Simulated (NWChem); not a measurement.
System: LiF anion, doublet; SMILES of the neutral closed-shell parent [F][Li]

All runs: NWChem. Spin-unrestricted. Sets without diffuse functions describe the anion's extra electron poorly. Coordinates come from a B3LYP/def2-SVPD, spin-unrestricted optimisation. The spin multiplicity was typed, not searched, and may not be the lowest. No stability test was run on the SCF state.

Task: Estimate the computed values for UHF/cc-pVDZ. Quantities: highest occupied level (eV); lowest empty minus highest occupied level, either spin (eV); <S²>.

Result: 
| Item | Value |
|---|---|
| highest occupied level (eV) | -0.17 |
| lowest empty minus highest occupied level, either spin (eV) | 4.77 |
| <S²> | 0.750 |
